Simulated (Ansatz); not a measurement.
A nudged elastic band was laid between two geometries of CH6OSi (9 atoms, charge 0, multiplicity 1).

All numbers below come from RKS PBE-D4/def2-SVP in Ansatz 0.2.0.

- movable images: 7
- climbing image: yes
- spring: 5.0 eV/Å²
- optimiser: quadratic models (default)
- start path: through a guess of the saddle point
- force threshold: 0.05 eV/Å
- iteration limit: 60
- end points: relaxed

Initial state:

```xyz
9
Properties=species:S:1:pos:R:3
Si 0.382 0.023 -0.039
O 0.744 -0.270 1.575
C -0.259 -0.402 2.562
H -0.960 -1.244 2.346
H 0.230 -0.608 3.537
H -0.868 0.527 2.675
H 1.697 0.094 -0.753
H -0.370 1.322 -0.204
H -0.465 -1.085 -0.618
```

Final state:

```xyz
9
Properties=species:S:1:pos:R:3
Si 0.189 0.306 -0.671
O 0.863 -0.029 1.224
C -0.045 -0.400 2.282
H -0.539 -1.369 2.064
H 0.500 -0.439 3.248
H -0.811 0.395 2.313
H 1.604 -0.663 1.169
H -0.762 1.375 -0.079
H -0.869 -0.818 -0.473
```

**Question.** What changes between the two ends?

**Answer.** Bonds broken: Si1–H7. Bonds formed: O2–H7.

**Question.** What energy profile does the band end with?

**Answer.** It converged. The highest image is number 5 of 0 to 8, 2.80 eV above the first end and 0.71 eV above the last; the last end lies 2.09 eV above the first. Beside the main top the profile has a ripple of under 15 meV (maxima at images 1, 5), which may be a very shallow well or noise. Neighbouring images differ by up to 2.2 eV, so the band resolves the path poorly. A vibrational analysis at the climbing image gives one clearly imaginary mode, 1259i cm⁻¹: a first-order saddle point. The orbitals stay closed-shell, which can raise the energy where a bond breaks towards radicals; this wasn't checked here.

| image | path coordinate (Å) | energy (eV) | Si1–H7 (Å) | O2–H7 (Å) |
| --- | --- | --- | --- | --- |
| 0 | 0.00 | 0.00 | 1.50 | 2.54 |
| 1 | 0.90 | 0.04 | 1.50 | 2.57 |
| 2 | 1.79 | 0.04 | 1.51 | 2.65 |
| 3 | 2.69 | 0.04 | 1.51 | 2.64 |
| 4 | 3.59 | 0.55 | 1.49 | 2.21 |
| 5 | 4.49 | 2.80 | 1.65 | 1.29 |
| 6 | 5.19 | 2.18 | 2.32 | 0.98 |
| 7 | 5.89 | 2.11 | 2.50 | 0.98 |
| 8 | 6.59 | 2.09 | 2.52 | 0.98 |

**Question.** What is the geometry of the highest image?

**Answer.** 
```xyz
9
Properties=species:S:1:pos:R:3:forces:R:3
Si 0.164 0.013 -0.406 0.00 0.00 0.00
O 0.679 0.280 1.444 0.00 0.00 0.00
C -0.042 -0.455 2.435 0.00 0.00 0.00
H -0.134 -1.533 2.172 0.00 0.00 0.00
H 0.489 -0.368 3.405 0.00 0.00 0.00
H -1.066 -0.035 2.535 0.00 0.00 0.00
H 1.358 -0.451 0.632 0.00 0.00 0.00
H -0.069 1.433 -0.892 0.00 0.00 0.00
H -1.249 -0.528 -0.245 0.00 0.00 0.00
```

The run took 3.8 min on 1 thread of Arm Neoverse V1, on a shared host, peak memory 0.13 GiB.
